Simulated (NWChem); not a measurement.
**UCCSD(T)/cc-pVTZ run of PH2 (SMILES [PH2])**

What is the energy change on altering one bond length of PH2 at UCCSD(T)/cc-pVTZ? 

Program for the calculation: NWChem 7.3.0.

7 further runs of the same task are left out: 7 set aside as unsound or not needed. Runs told in other sessions of the task aren't counted.

## Step 1: The structure to begin with

PH2: 3 atoms, total charge 0, spin state doublet. SMILES: `[PH2]`. The coordinates come from a PBE0-D4/def2-TZVP relaxation.

Bond lengths: P1–H2 1.424 Å, P1–H3 1.424 Å. Angles: H2–P1–H3 91.5°.

## Step 2: The energy at UCCSD(T)/cc-pVTZ

The input, run.py:

```python
from ase import Atoms
from ase.calculators.nwchem import NWChem

mol = Atoms(['P', 'H', 'H'], positions=[
    [0.525730, -0.309370, 0.258210],
    [0.114640, 1.051490, 0.176750],
    [-0.640370, -0.742120, -0.434970],
])

calc = NWChem(
    label='h2p',
    theory='tce',
    memory='2200 mb',
    basis='cc-pVTZ',
    basispar='spherical bse',
    scf={'nopen': '1', 'uhf': None, 'thresh': '1e-08', 'maxiter': '80', 'print': 'low'},
    tce={'scf': None, 'ccsd(t)': None, 'freeze': 'core 5', 'maxiter': '60'},
    task='energy',
)
mol.calc = calc

print("Total energy (eV):", round(mol.get_potential_energy(), 6))
```

Run with:

```console
$ export ASE_NWCHEM_COMMAND="nwchem PREFIX.nwi > PREFIX.nwo"
$ python run.py
```

What it wrote:

```text
Total energy (eV): -9307.832318
```

The calculator wrote h2p.nwi:

```
title "h2p"

permanent_dir h2p

scratch_dir h2p

start h2p

geometry units angstrom nocenter noautosym noautoz
  P  5.2573000000000003e-01 -3.0936999999999998e-01 2.5821000000000000e-01
  H  1.1464000000000001e-01 1.0514900000000000e+00 1.7674999999999999e-01
  H  -6.4036999999999999e-01 -7.4212000000000000e-01 -4.3497000000000002e-01
end

memory 2200 mb

basis spherical bse noprint
   * library cc-pVTZ
end

scf
  nopen 1
  uhf
  thresh 1e-08
  maxiter 80
  print low
end
tce
  scf
  ccsd(t)
  freeze core 5
  maxiter 60
end

task tce energy
```

h2p.nwo:

```text
Northwest Computational Chemistry Package (NWChem) 7.3.0
             --------------------------------------------------------

           Job information
           ---------------

    nwchem branch   = 7.3.0
    use scalapack   = T
    input           = h2p.nwi
    prefix          = h2p.
    data base       = h2p/h2p.db
    status          = startup
    nproc           =        1

           Memory information
           ------------------

    heap     =     72089600 doubles =      550.0 Mbytes
    stack    =     72089597 doubles =      550.0 Mbytes
    global   =    144179200 doubles =     1100.0 Mbytes (distinct from heap & stack)
    total    =    288358397 doubles =     2200.0 Mbytes
    verify   = yes
    hardfail = no

           Directory information
           ---------------------

  0 permanent = h2p
  0 scratch   = h2p

                                NWChem Input Module
                                -------------------

                                        h2p
                                        ---

 Scaling coordinates for geometry "geometry" by  1.889725989
 (inverse scale =  0.529177249)

                             Geometry "geometry" -> ""
                             -------------------------

 Output coordinates in angstroms (scale by  1.889725989 to convert to a.u.)

  No.       Tag          Charge          X              Y              Z
 ---- ---------------- ---------- -------------- -------------- --------------
    1 P                   15.0000     0.52573000    -0.30937000     0.25821000
    2 H                    1.0000     0.11464000     1.05149000     0.17675000
    3 H                    1.0000    -0.64037000    -0.74212000    -0.43497000

      Atomic Mass
      -----------

      P                 30.973760
      H                  1.007825

 Effective nuclear repulsion energy (a.u.)      11.4083865089

            Nuclear Dipole moment (a.u.)
            ----------------------------
        X                 Y               Z
 ---------------- ---------------- ----------------
    13.9087990157    -8.1847434072     6.8312271679

            XYZ format geometry
            -------------------
     3
 geometry
 P                     0.52573000    -0.30937000     0.25821000
 H                     0.11464000     1.05149000     0.17675000
 H                    -0.64037000    -0.74212000    -0.43497000

 ==============================================================================
                                internuclear distances
 ------------------------------------------------------------------------------
       center one      |      center two      | atomic units |  angstroms
 ------------------------------------------------------------------------------
    2 H                |   1 P                |     2.69083  |     1.42393
    3 H                |   1 P                |     2.69083  |     1.42392
 ------------------------------------------------------------------------------
                         number of included internuclear distances:          2
 ==============================================================================

 ==============================================================================
                                 internuclear angles
 ------------------------------------------------------------------------------
        center 1       |       center 2       |       center 3       |  degrees
 ------------------------------------------------------------------------------
    2 H                |   1 P                |   3 H                |    91.50
 ------------------------------------------------------------------------------
                            number of included internuclear angles:          1
 ==============================================================================

                                 NWChem SCF Module
                                 -----------------

                                        h2p

  ao basis        = "ao basis"
  functions       =    62
  atoms           =     3
  alpha electrons =     9
  beta  electrons =     8
  charge          =   0.00
  wavefunction    = UHF
  input vectors   = atomic
  output vectors  = h2p/h2p.movecs
  use symmetry    = F
  symmetry adapt  = F

 Forming initial guess at       0.0s

 Starting SCF solution at       0.4s

       Final UHF  results
       ------------------

         Total SCF energy =   -341.886846824054
      One electron energy =   -495.464992986243
      Two electron energy =    142.169759653333
 Nuclear repulsion energy =     11.408386508856

                       Sz =      0.5000
                 Sz(Sz+1) =      0.7500
                      S^2 =      0.7687

        Time for solution =      8.6s

                   NWChem Extensible Many-Electron Theory Module
                   ---------------------------------------------

              ======================================================
                   This portion of the program was automatically
                  generated by a Tensor Contraction Engine (TCE).
                  The development of this portion of the program
                 and TCE was supported by US Department of Energy,
                Office of Science, Office of Basic Energy Science.
                      TCE is a product of Battelle and PNNL.
              ======================================================

                                        h2p

            General Information
            -------------------
      Number of processors :     1
         Wavefunction type : Unrestricted Hartree-Fock
          No. of electrons :    17
           Alpha electrons :     9
            Beta electrons :     8
           No. of orbitals :   124
            Alpha orbitals :    62
             Beta orbitals :    62
        Alpha frozen cores :     5
         Beta frozen cores :     5
     Alpha frozen virtuals :     0
      Beta frozen virtuals :     0
         Spin multiplicity : doublet
    Number of AO functions :    62
       Number of AO shells :    24
        Use of symmetry is : off
      Symmetry adaption is : off
         Schwarz screening : 0.10D-09

          Correlation Information
          -----------------------
          Calculation type : Coupled-cluster singles & doubles w/ perturbation
   Perturbative correction : (T)
            Max iterations :       60
        Residual threshold : 0.10D-06
     T(0) DIIS level shift : 0.00D+00
     L(0) DIIS level shift : 0.00D+00
     T(1) DIIS level shift : 0.00D+00
     L(1) DIIS level shift : 0.00D+00
     T(R) DIIS level shift : 0.00D+00
     T(I) DIIS level shift : 0.00D+00
   CC-T/L Amplitude update :  5-th order DIIS
                I/O scheme : Global Array Library
        L-threshold :  0.10D-06
        EOM-threshold :  0.10D-06
 no EOMCCSD initial starts read in
 TCE RESTART OPTIONS
 READ_INT:   F
 WRITE_INT:  F
 READ_TA:    F
 WRITE_TA:   F
 READ_XA:    F
 WRITE_XA:   F
 READ_IN3:   F
 WRITE_IN3:  F
 SLICE:      F
 D4D5:       F
 quantumc:   F
 qrotation:  F
 pwtce:      F
 qducc:      F
 nacto:                         0
 nrotv:                         0
 nrot:                          0

            Memory Information
            ------------------
          Available GA space size is     144171512 doubles
          Available MA space size is     144175436 doubles

 Maximum block size        24 doubles

 tile_dim =     18

 Block   Spin    Irrep     Size     Offset   Alpha
 -------------------------------------------------
   1    alpha     a      4 doubles       0       1
   2    beta      a      3 doubles       4       2
   3    alpha     a     17 doubles       7       3
   4    alpha     a     18 doubles      24       4
   5    alpha     a     18 doubles      42       5
   6    beta      a     18 doubles      60       6
   7    beta      a     18 doubles      78       7
   8    beta      a     18 doubles      96       8

 Global array virtual files algorithm will be used

 Parallel file system coherency ......... OK

 Fock matrix recomputed
 1-e file size   =             6498
 1-e file name   = h2p/h2p.f1

 tce_ao2e: fast2e=1
 half-transformed integrals in memory

 2-e (intermediate) file size =        28695460
 2-e (intermediate) file name = h2p/h2p.v2i

 tce_mo2e: fast2e=1
 2-e integrals stored in memory

 2-e file size   =         19443427
 2-e file name   = h2p/h2p.v2
 T1-number-of-tasks                    6

 t1 file size   =              374
 t1 file name   = h2p/h2p.t1
 t1 file handle =       -998
 T2-number-of-boxes                   21

 t2 file size   =            81808
 t2 file name   = h2p/h2p.t2
 t2 file handle =       -995
CCSD iterations
 ---------------------------------------------------------
 Iter          Residuum       Correlation     Cpu    Wall
 ---------------------------------------------------------
NEW TASK SCHEDULING
CCSD_T1_NTS --- OK
CCSD_T2_NTS --- OK
    1   0.1131293391209  -0.1373485338630     0.1     0.1
    2   0.0340329913208  -0.1573151189382     0.1     0.1
    3   0.0131661806868  -0.1617670237626     0.1     0.1
    4   0.0058967020790  -0.1631843175518     0.1     0.1
    5   0.0029319961860  -0.1637178930008     0.1     0.1
 MICROCYCLE DIIS UPDATE:                    5                    5
    6   0.0005726982987  -0.1641717078885     0.1     0.1
    7   0.0002679988712  -0.1641450811346     0.1     0.1
    8   0.0001530217590  -0.1641455379813     0.1     0.1
    9   0.0000917311475  -0.1641459223353     0.1     0.1
   10   0.0000557630210  -0.1641466483324     0.1     0.1
 MICROCYCLE DIIS UPDATE:                   10                    5
   11   0.0000042873331  -0.1641481117612     0.1     0.1
   12   0.0000016712319  -0.1641484845927     0.1     0.1
   13   0.0000008841339  -0.1641485511423     0.1     0.1
   14   0.0000005038403  -0.1641485765366     0.1     0.1
   15   0.0000002966594  -0.1641485867413     0.1     0.1
 MICROCYCLE DIIS UPDATE:                   15                    5
   16   0.0000000485588  -0.1641485965018     0.1     0.1
 -----------------------------------------------------------------
 Iterations converged
 CCSD correlation energy / hartree =        -0.164148596501841
 CCSD total energy / hartree       =      -342.050995420555580

 Singles contributions

 Doubles contributions
 CCSD(T)
 Using plain CCSD(T) code
             total no. of tasks           56
 total no. of tasks / no. procs           56
                         wl_min       157464           7.3
                         wl_max       373248           8.5
        thresh for no. of tasks           56

 CCSD[T]  correction energy / hartree =        -0.005667881922721
 CCSD[T] correlation energy / hartree =        -0.169816478424562
 CCSD[T] total energy / hartree       =      -342.056663302478285
 CCSD(T)  correction energy / hartree =        -0.005535992729531
 CCSD(T) correlation energy / hartree =        -0.169684589231372
 CCSD(T) total energy / hartree       =      -342.056531413285086

 Task  times  cpu:       16.6s     wall:       16.6s
 Total times  cpu:       16.6s     wall:       16.6s
```

Run time: 18 s. Hardware: 1 thread of Intel Xeon 6975P-C (Granite Rapids), shared host; peak memory 0.46 GiB.

(Part 1 of 2 ends here.)
